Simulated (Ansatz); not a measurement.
A made-up structure of CHOSi, doublet:

```json
{"atom": "C1", "x (Å)": "-0.8482", "y (Å)": "-0.0386", "z (Å)": "-0.7563"}
{"atom": "Si2", "x (Å)": "0.1813", "y (Å)": "-0.6443", "z (Å)": "0.9541"}
{"atom": "O3", "x (Å)": "1.5583", "y (Å)": "-0.7321", "z (Å)": "-0.1545"}
{"atom": "H4", "x (Å)": "-0.5552", "y (Å)": "0.9524", "z (Å)": "-0.5202"}
```

It is relaxed with PBE-D4/def2-SVP and then PBE0-D4/def2-TZVP (Ansatz 0.2.0). Atoms count as bonded within 1.22 times the sum of their covalent radii (H–H: 0.88 Å). The end point is not checked to be a true minimum.

Does its bonding change? (Judge from chemistry; the calculation decides.)

By the calculation: Yes. Formed: C1–O3; broken: none.

Where it ends: The first stage lowers the energy by 3.43 eV in 14 steps. It ends as CHOSi ([CH]1[O][Si]1):
C1  (-0.181, 0.121, -0.226)
Si2  (0.074, -1.011, 1.081)
O3  (1.012, -0.438, -0.417)
H4  (-0.568, 0.866, -0.914)
(Å)

Labels in which every atom is bracketed show which atoms are joined, not bond orders.

For scale, one of the runs: PBE0-D4/def2-TZVP relaxation, 105 basis functions, launched by `ansatz run in.yaml --threads 2 --pin off --events-out ev --progress --plain --max-ram 4352MiB`. The run took about 17 s on 2 CPU threads of an Arm Neoverse V2 (shared host).
